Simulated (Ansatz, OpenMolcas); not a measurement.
# Heat of formation of SO3 (sulfur trioxide) from total energies

SO3: 4 atoms, total charge 0, spin state singlet. As SMILES, `O=S(=O)=O`. Geometry: relaxed at PBE0-D4/def2-TZVP.

Total energies at BHLYP/6-311+G** (OpenMolcas 26.06); the atoms run unrestricted:

```
species    state  energy (Eh)
    SO3  singlet  -623.710295
      O  triplet   -75.070194
      S  triplet  -398.120657
```

Harmonic wavenumbers at PBE0-D4/def2-TZVP, in cm⁻¹: 509, 534, 534, 1110, 1445, 1445.

Measured heats of formation of the gaseous atoms at 298.15 K, in kJ/mol: O 249.2, S 277.0. Spin-orbit lowering of the atoms at 298 K (mean of the ground term's levels less their thermal mean, from spectra), in kJ/mol: O 0.40, S 1.88. Take 1 Eh = 2625.50 kJ/mol, 1 cm⁻¹ = 0.0119627 kJ/mol, RT = 2.479 kJ/mol.

Task: Work out the heat of formation of the gas at 298 K.

Result: 
1. Electronic atomisation energy: 3 × (-75.070194) + (-398.120657) − (-623.710295) = 0.379056 Eh = 995.2 kJ/mol.
2. Zero-point energy: half the sum of the wavenumbers, 2788.5 cm⁻¹ = 33.4 kJ/mol.
3. Thermal vibrational enthalpy, Σ hcν̃/(exp(hcν̃/kT) − 1): 1.7 kJ/mol. Translation, rotation and pV of a non-linear molecule: 4 RT = 9.9 kJ/mol.
4. The 4 free atoms carry 5/2 RT each: 24.8 kJ/mol.
5. Spin-orbit coupling lowers the free atoms by 3 × 0.40 + 1.88 = 3.1 kJ/mol.
6. Atomisation enthalpy at 298 K: 995.2 − 3.1 − 33.4 − 1.7 − 9.9 + 24.8 = 971.9 kJ/mol.
7. Sum of the atoms' heats of formation: 1024.6 kJ/mol. Heat of formation: 1024.6 − 971.9 = +52.7 kJ/mol.

The tabulated value is -395.8 kJ/mol (NIST-JANAF tables), so this level is off by +448.5 kJ/mol, or 31.6 % of the atomisation enthalpy. Hybrids with much exact exchange underbind. Anharmonicity and any spin-orbit splitting of the molecule are left out.
